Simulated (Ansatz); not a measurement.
The input, for Ansatz 0.2.0:

```yaml
crystal:
  periodic: [false, false, false]
  atoms:
    - {symbol: Si, position_ang: [0.000000, 0.000000, 0.000000]}
    - {symbol: H, position_ang: [0.000000, 0.000000, 1.499536]}
basis:
  gaussian: {orbitals: cc-pVTZ}
magnetization: {spin_polarized: false, initial_magnetization: 3}
correlation: {method: ccsd_t, electrons: outside_noble_gas}
```

```sh
$ ansatz run in.yaml --threads 1 --pin off --events-out ev --progress --plain --max-ram 2393MiB
```

Problem. Roughly how long does this take on 1 thread of Arm Neoverse V1, shared host, and how much host memory?

Solution. 0.66 s wall and 0.1 GiB.

```
280 factors; integrals over basis functions are off by at most 9.1e-4 eV
mean field evaluation 1: about -7874.1418 eV, gradient 6.5e0 eV
mean field evaluation 2: about -7874.1428 eV, gradient 6.5e0 eV
mean field evaluation 4: about -7874.9529 eV, gradient 1.4e0 eV
mean field evaluation 8: about -7875.0314 eV, gradient 8.4e-5 eV
mean field evaluation 16: about -7875.0242 eV, gradient 8.3e-2 eV
mean field -7875.03144851 eV, -289.4020678448 hartree, gradient 5.9e-6 eV, S^2 3.750000; 0 other end points of the search recorded, 0 dependent functions left out
5 core orbitals not correlated: weight in the atoms' cores, before any rotation towards them, 1.000 or more for the frozen orbitals, at most 0.000 for the correlated occupied ones
reference -7875.03144851 eV, -289.4020678448 hartree; 4, 1 occupied and 39, 42 virtual orbitals, 280 factors
second order -1.68976151 eV of doubles, -0.01729389 eV of singles
cycle   1  -2.02193038 eV  change   -3.1e-1 eV  update   5.4e-2
cycle   2  -2.17529938 eV  change   -1.5e-1 eV  update   2.8e-2
cycle   3  -2.19717317 eV  change   -2.2e-2 eV  update   1.3e-2
cycle   4  -2.20056150 eV  change   -3.4e-3 eV  update   4.1e-3
cycle   5  -2.20179020 eV  change   -1.2e-3 eV  update   1.6e-3
cycle   6  -2.20164398 eV  change    1.5e-4 eV  update   4.6e-4
cycle   7  -2.20192211 eV  change   -2.8e-4 eV  update   1.3e-4
cycle   8  -2.20186207 eV  change    6.0e-5 eV  update   4.1e-5
cycle   9  -2.20185981 eV  change    2.3e-6 eV  update   1.5e-5
cycle  10  -2.20186370 eV  change   -3.9e-6 eV  update   4.3e-6
perturbative correction -0.07850950 eV, -0.0028851710 hartree
Total energy: -7877.31182172 eV, -289.4858700144 hartree
```

For the same geometry and basis full CI lies 24.4 meV lower.
